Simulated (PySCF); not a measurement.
All values below come from M06-2X/def2-TZVP // PBE0-D3(BJ)/def2-SVP (PySCF 2.14.0). Isolated molecules, 0 K electronic values unless said otherwise. Delta-SCF ions had no search for a lower state. Excitations are Tamm–Dancoff values on a coarser integration grid. The basis has no diffuse functions, so Rydberg states are missing or too high.

Reference species (SMILES): `CSC` (neutral, multiplicity 1).

```
Quantity                                 Result
--------------------------------------  -------
dipole moment                            1.55 D
vertical ionisation energy (Delta-SCF)  8.74 eV
T1 excitation (TDA)                     5.03 eV
```

After one change: the dipole moment decreases by 0.32 D; the vertical ionisation energy (Delta-SCF) rises by 1.42 eV; the T1 excitation (TDA) rises by 2.59 eV.

Q: Which change was made? The new species is one of these.
A. `[C-]#[O+]`
B. `c1ccncc1`
C. `COC`
D. `CO`

A: C, `COC`
